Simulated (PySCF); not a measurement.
`O=CC(F)(F)F`, C₂HF₃O

Molfile (atoms numbered from 1):
```
C2HF3O
     RDKit          3D

  7  6  0  0  0  0  0  0  0  0999 V2000
   -0.5272   -0.1069   -1.7925 O   0  0  0  0  0  0  0  0  0  0  0  0
   -0.1647    0.4394   -0.8006 C   0  0  0  0  0  0  0  0  0  0  0  0
    0.1065   -0.3142    0.5128 C   0  0  0  0  0  0  0  0  0  0  0  0
    1.3430   -0.0316    0.9354 F   0  0  0  0  0  0  0  0  0  0  0  0
   -0.0143   -1.6205    0.3830 F   0  0  0  0  0  0  0  0  0  0  0  0
   -0.7535    0.1129    1.4434 F   0  0  0  0  0  0  0  0  0  0  0  0
    0.0073    1.5299   -0.7205 H   0  0  0  0  0  0  0  0  0  0  0  0
  1  2  2  0
  2  3  1  0
  3  4  1  0
  3  5  1  0
  3  6  1  0
  2  7  1  0
M  END
```

Level of theory: PySCF 2.14.0, quadratic response CAM-B3LYP/aug-cc-pVTZ first hyperpolarisability, Taylor convention, gas phase. Geometry: PBE0-D3(BJ)/def2-TZVP.

Q: Give the tensor of the static β(0;0,0) in the axes of these coordinates.

A: In au, Taylor convention; rows are the first index (the induced dipole):
```csv
,xx,yy,zz,xy,xz,yz
x,+2.1,-7.9,+0.4,-5.9,+6.2,-1.2
y,-5.9,-69.0,-7.0,-7.9,-1.2,-1.4
z,+6.2,-1.4,+18.7,-1.2,+0.4,-7.0
```
Norm of βᵢ = ⅓ Σⱼ (βᵢⱼⱼ + βⱼᵢⱼ + βⱼⱼᵢ): 85.4 au, hyper-Rayleigh value 33.1 au.
